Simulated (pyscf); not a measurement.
PySCF, gas phase, ωB97X-D3(BJ)/def2-SVP geometries.

Problem. For the elementary gas-phase step H₃C–CH(F)–CH₂–F -> propene (H₂C=CH–CH₃) + fluorine (F–F) (singlet surface; C–F, C–F broken, F–F formed), what barrier and reaction energy does ωB97M-D3(BJ)/def2-TZVP give, measured from the reactant's lowest minimum found?

Solution. ΔE‡ = 594.3 kJ/mol, ΔE = +527.3 kJ/mol. Zero-point energy shifts the barrier by -15.6 kJ/mol. It is an elimination, with an imaginary mode of 266i cm⁻¹. At the saddle there is also a short C–F contact that neither side keeps. The same reactants have a lower exit, to H₃C–CH•–F + •H₂C–F (no saddle counted: cutting one bond costs +401.5 kJ/mol at ωB97M-D3(BJ), against +594.3 kJ/mol here). One saddle was located; it need not be the lowest between these sides. A restricted solution here is unstable towards spin polarisation, so biradical character is likely and single-reference numbers are less safe.
